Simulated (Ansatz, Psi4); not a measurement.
**Worked example: the enthalpy of formation of OF2 (oxygen difluoride)**

OF2 has 3 atoms, charge 0, and is taken as a singlet. As SMILES, `FOF`. The shape is that of a PBE0-D4/def2-TZVP optimisation.

```xyz
3

F     0.9533   -0.3400    0.4883
O     0.0005    0.5639    0.0620
F    -0.9538   -0.2240   -0.5503
```

Total energies at B2PLYP/cc-pVTZ (density fitting for correlation), 3 core orbitals frozen (Psi4 1.11); the atoms run unrestricted:

```
species    state  energy (Eh)
    OF2  singlet  -274.615518
      F  doublet   -99.712140
      O  triplet   -75.048046
```

Harmonic wavenumbers at PBE0-D4/def2-TZVP, in cm⁻¹: 508, 948, 1066.

Measured heats of formation of the gaseous atoms at 298.15 K, in kJ/mol: F 79.4, O 249.2. Spin-orbit lowering of the atoms at 298 K (mean of the ground term's levels less their thermal mean, from spectra), in kJ/mol: F 1.29, O 0.40. Take 1 Eh = 2625.50 kJ/mol, 1 cm⁻¹ = 0.0119627 kJ/mol, RT = 2.479 kJ/mol.

**Question.** What heat of formation follows?

**Answer.** 
1. Electronic atomisation energy: 2 × (-99.712140) + (-75.048046) − (-274.615518) = 0.143192 Eh = 376.0 kJ/mol.
2. Zero-point energy: half the sum of the wavenumbers, 1261 cm⁻¹ = 15.1 kJ/mol.
3. Thermal vibrational enthalpy, Σ hcν̃/(exp(hcν̃/kT) − 1): 0.8 kJ/mol. Translation, rotation and pV of a non-linear molecule: 4 RT = 9.9 kJ/mol.
4. The 3 free atoms carry 5/2 RT each: 18.6 kJ/mol.
5. Spin-orbit coupling lowers the free atoms by 2 × 1.29 + 0.40 = 3.0 kJ/mol.
6. Atomisation enthalpy at 298 K: 376.0 − 3.0 − 15.1 − 0.8 − 9.9 + 18.6 = 365.8 kJ/mol.
7. Sum of the atoms' heats of formation: 408.0 kJ/mol. Heat of formation: 408.0 − 365.8 = +42.2 kJ/mol.

The tabulated value is +24.7 kJ/mol (Active Thermochemical Tables), so this level is off by +17.5 kJ/mol, or 4.6 % of the atomisation enthalpy that the table implies (383.3 kJ/mol). Anharmonicity and any spin-orbit splitting of the molecule are left out, and so is core correlation.
